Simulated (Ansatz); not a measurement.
## A basis-limit estimate, worked out

An elementary step of CH7BS, singlet (CH₅B ([BH2][CH3]) + H₂S → BH₃S ([BH2][SH]) + CH₄; bonds formed: C2–H5; dative contacts that become bonds: B1–S6; bonds broken: B1–C2, H5–S6). “Start” is the structure reached by relaxing down from the saddle towards the reactants; PBE0-D4/def2-TZVP structures. The saddle:

B1  (-0.796, 0.020, -0.203)
C2  (0.865, 0.212, -0.660)
H3  (-1.172, -1.050, -0.573)
H4  (-1.380, 1.020, -0.502)
H5  (0.259, 0.203, 0.668)
S6  (-0.856, 0.058, 1.833)
H7  (0.657, 0.253, -1.732)
H8  (1.383, 1.139, -0.400)
H9  (1.520, -0.641, -0.476)
H10  (-0.481, -1.214, 2.044)
(Å)

Computed with Ansatz 0.2.0 (basis: def2-TZVPP and def2-QZVPP); correlated methods freeze the cores.

Energies in eV:

| quantity | saddle | start |
| --- | --- | --- |
| Hartree–Fock, triple zeta (X = 3) | -12629.11590 | -12630.65472 |
| Hartree–Fock, quadruple zeta (X = 4) | -12629.52215 | -12631.05916 |
| MP2 correlation, X = 3 | -14.23473 | -13.69480 |
| MP2 correlation, X = 4 | -15.18813 | -14.63324 |
| CCSD(T) correlation, X = 3 | -16.09190 | -15.64671 |

Q: Work out the barrier at the basis limit: extrapolate Hartree–Fock as E(X) = E∞ + A exp(−7.88 √X) and the MP2 correlation as E(X) = E∞ + B X^−2.97 (the exponents that Neese and Valeev fitted for def2-TZVPP and QZVPP), then add CCSD(T) − MP2 in triple zeta.

A: Each step is linear, so take the differences first (saddle − start): Hartree–Fock 1.53882 (X = 3) and 1.53701 (X = 4); MP2 correlation -0.53993 and -0.55489; CCSD(T) correlation -0.44519.
Two points give E∞ = E(4) + w [E(4) − E(3)], with w = 1/(exp(7.88 (2 − √3)) − 1) = 0.1377 for Hartree–Fock and w = 1/((4/3)^2.97 − 1) = 0.7407 for the correlation.
Hartree–Fock: 1.53701 + 0.1377 × (-0.00181) = 1.5368 eV.
MP2 correlation: -0.55489 + 0.7407 × (-0.01496) = -0.5660 eV.
CCSD(T) − MP2: -0.44519 − (-0.53993) = 0.0947 eV.
Sum: 1.5368 + (-0.5660) + 0.0947 = 1.0655 eV, or 24.57 kcal/mol. Plain CCSD(T) in triple zeta gives 1.0936 eV, so the larger basis shifts the result by -0.0281 eV.

The T1 diagnostic stays at or below 0.013.

Labels in which every atom is bracketed show which atoms are joined, not bond orders.

For scale, one of the runs: CCSD(T)/def2-TZVPP, 202 basis functions (an equivalent command: `ansatz run in.yaml --threads 2`). Hardware: 2 CPU threads, shared host. Wall time 33 s; peak host memory 2.7 GiB.
